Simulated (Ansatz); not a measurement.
Ideal-gas functions of C3H3F, SMILES `FC1C=C1` at 400 K and 1 bar, from an Ansatz frequency run at PBE0-D4/def2-TZVP.

Molar mass 58.06 g/mol, point group Cs (symmetry number 1), electronic degeneracy 1, moments of inertia 21.945, 70.494, 78.878 u Å². Harmonic wavenumbers (cm⁻¹, unscaled): 451, 468, 694, 898, 920, 933, 990, 1063, 1105, 1257, 1353, 1712, 3149, 3266, 3308.

Use S(trans) = R[1.5 ln M + 2.5 ln T − 1.1517]; rotational temperatures θ = 24.2544 K / I; S(rot) = R[ln(√π/σ · √(T³/θAθBθC)) + 1.5]; for each mode x = 1.438777 ν̃/T, S = R[x/(eˣ − 1) − ln(1 − e⁻ˣ)] and H = RT x/(eˣ − 1); 1 cm⁻¹ = 0.0119627 kJ/mol; R = 8.31446 J/(mol·K).

Task: By hand: the entropy, in J/(mol·K).

Result: Translation 165.6. Rotation: θ = 1.1052, 0.3441, 0.3075 K, giving 100.9. Vibration, mode by mode: 5.15, 4.90, 2.58, 1.44, 1.35, 1.30, 1.11, 0.89, 0.79, 0.50, 0.38, 0.13, 0.00, 0.00, 0.00, in all 20.5. Electronic 0.0. Sum 287.0 J/(mol·K).

Task: By hand: H − E and G − E in kJ/mol, counted from the electronic energy.

Result: Zero-point energy ½ × 21567 × 0.0119627 = 129.0; thermal vibration 5.8; translation, rotation and pV give 4 RT = 13.3. H − E = 148.1 kJ/mol, and G − E = 148.1 − 400 × 287.0/1000 = 33.3 kJ/mol.

Vibration gives 7 % of the entropy.
